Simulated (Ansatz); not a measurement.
A nudged elastic band was laid between two geometries of H3Si + H4Si (9 atoms, charge 0, multiplicity 2).

Computed with Ansatz 0.2.0, UKS PBE0-D4/6-31G*.

```json
{
  "movable images": "9",
  "climbing image": "yes",
  "spring": "5.0 eV/Å²",
  "optimiser": "quadratic models (default)",
  "start path": "through a guess of the saddle point",
  "force threshold": "0.05 eV/Å",
  "iteration limit": "60",
  "end points": "relaxed"
}
```

Image 0:

```xyz
9
Properties=species:S:1:pos:R:3
Si 0.000 0.000 -0.565
H 0.000 0.000 0.925
H 1.403 0.000 -1.061
H -0.701 1.215 -1.061
H -0.701 -1.215 -1.061
Si 0.000 0.000 4.261
H -0.766 -1.193 4.719
H 1.416 -0.067 4.719
H -0.650 1.260 4.718
```

Image 10:

```xyz
9
Properties=species:S:1:pos:R:3
Si 0.001 0.000 -0.796
H -0.001 0.000 2.541
H 1.418 0.000 -1.254
H -0.709 1.228 -1.253
H -0.708 -1.228 -1.253
Si 0.000 0.000 4.030
H -0.758 -1.180 4.527
H 1.401 -0.066 4.526
H -0.643 1.247 4.527
```

Problem. Which bonds break or form, and what moves?

Solution. Bonds broken: Si1–H2. Bonds formed: H2–Si6.  The two ends are copies of one structure, up to a mirror image or an exchange of like atoms.

Problem. Give the energies along the band, and the barrier.

Solution. The forces met the threshold. The highest image is number 5 of 0 to 10, 6.0 kcal/mol above the ends, which have the same energy within 2 meV. A vibrational analysis at the climbing image gives 2 clearly imaginary modes (1031i, 54i cm⁻¹): a point of higher order. A lower path may pass nearby, or the ends, which weren't checked, may share the extra mode.

| image | path coordinate (Å) | energy (kcal/mol) | Si1–H2 (Å) | H2–Si6 (Å) |
| --- | --- | --- | --- | --- |
| 0 | 0.00 | 0.0 | 1.49 | 3.34 |
| 1 | 0.41 | 0.1 | 1.49 | 3.07 |
| 2 | 0.81 | 0.5 | 1.49 | 2.80 |
| 3 | 1.22 | 1.3 | 1.50 | 2.53 |
| 4 | 1.63 | 2.9 | 1.53 | 2.23 |
| 5 | 2.04 | 6.0 | 1.77 | 1.78 |
| 6 | 2.45 | 3.0 | 2.23 | 1.53 |
| 7 | 2.86 | 1.3 | 2.52 | 1.50 |
| 8 | 3.26 | 0.5 | 2.79 | 1.49 |
| 9 | 3.67 | 0.1 | 3.06 | 1.49 |
| 10 | 4.08 | 0.0 | 3.34 | 1.49 |

Problem. What is the geometry of the highest image?

Solution. 
```xyz
9
Properties=species:S:1:pos:R:3:forces:R:3
Si 0.000 0.000 -0.040 0.00 0.00 -0.01
H 0.000 0.000 1.730 0.00 0.00 -0.02
H 1.410 0.000 -0.525 0.00 0.00 0.01
H -0.705 1.221 -0.525 0.00 0.00 0.01
H -0.704 -1.221 -0.525 0.00 0.00 0.01
Si 0.000 0.000 3.511 0.00 0.00 -0.03
H -0.763 -1.187 3.989 -0.01 -0.01 0.01
H 1.409 -0.067 3.989 0.01 0.00 0.01
H -0.647 1.254 3.989 -0.01 0.01 0.01
```

The run took 2.3 min on 1 thread of Arm Neoverse V1, on a shared host, peak memory 0.14 GiB.
